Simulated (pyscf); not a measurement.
NH₃ (SMILES N) + H₂N–SiH•–F (SMILES N[SiH]F) → H₂N–SiH(NH₂)–F (SMILES N[SiH](N)F) + H• (SMILES [H]) (substitution at N; doublet surface; H–N broken, N–Si formed). PySCF, gas phase, ωB97X-D3(BJ)/def2-SVP geometries. Energies in kcal/mol from the separated reactants.

```
level                   barrier  reaction energy
----------------------  -------  ---------------
ωB97X-D3(BJ)/def2-TZVP     15.9             -6.4
PBE/def2-TZVP                 ?             -0.3
r²SCAN/def2-TZVP            8.9             -2.3
PBE0-D3(BJ)/def2-TZVP      10.7             -3.7
M06-2X/def2-TZVP           14.3             -5.9
HF/def2-TZVP                  ?                ?
```

### Question
Complete the blanks.

### Answer

- PBE/def2-TZVP, barrier: 8.5
- HF/def2-TZVP, barrier: 31.6
- HF/def2-TZVP, reaction energy: -8.4

The functionals in the table span 7.4 kcal/mol in this barrier, from PBE to ωB97X-D3(BJ). On the reactant side the descent ends in a complex, 6.5 kcal/mol under the separated species and 22.4 kcal/mol under the saddle at ωB97X-D3(BJ)/def2-TZVP. One saddle was located; it need not be the lowest between these sides. The angle at the attacked N is 129°.
